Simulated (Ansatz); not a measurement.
A made-up structure of NaSiH2 (charge +1), singlet:

```
4
angstrom
Na -2.0260 0.8588 -0.1589
Si 0.1961 -0.0831 0.0154
H 0.5749 -1.3254 -0.6590
H 1.2551 0.5497 0.8025
```

It is relaxed with PBE-D4/def2-SVP and then PBE0-D4/def2-TZVP (Ansatz 0.2.0). Atoms count as bonded within 1.22 times the sum of their covalent radii (H–H: 0.88 Å). The end point is not checked to be a true minimum.

Does its bonding change? (Judge from chemistry; the calculation decides.)

The calculation gives: No: no bond forms or breaks.

Where it ends: The first stage lowers the energy by 0.72 eV in 6 steps. It ends as NaSiH₂ ([Na][SiH2]), total charge +1:
Na1  (-2.501, 1.060, -0.196)
Si2  (0.242, -0.103, 0.019)
H3  (0.815, -1.347, -0.588)
H4  (1.444, 0.389, 0.765)
(Å)

Labels in which every atom is bracketed show which atoms are joined, not bond orders.

For scale, one of the runs: PBE0-D4/def2-TZVP relaxation, 81 basis functions, launched by `ansatz run in.yaml --threads 2 --pin off --events-out ev --progress --plain --max-ram 4352MiB`. The run took about 6 s on 2 CPU threads of an Arm Neoverse V2 (shared host).
